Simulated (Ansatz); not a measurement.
hcp Y, treated with r²SCAN+rVV10 (plane waves, PAW; Ansatz, an electronic-structure program).

Run with plane-wave cutoff 560 eV, 18×18×10 k mesh (along the axes of the cell as run), Fermi–Dirac smearing 0.05 eV, scalar-relativistic PAW data made under PBE.

The cell is scaled about its equilibrium volume:

Shape and atoms are relaxed at each volume.

| V (Å³/atom) | P (GPa) | c (Å) | a (Å) |
|---|---|---|---|
| 31.705 | 1.82 | 5.589 | 3.620 |
| 32.366 | 0.88 | 5.630 | 3.644 |
| 33.026 | 0.02 | 5.671 | 3.667 |
| 33.687 | -0.78 | 5.711 | 3.691 |
| 34.347 | -1.51 | 5.753 | 3.713 |

Note: the bulk modulus comes from volumes at which shape and atoms were relaxed.
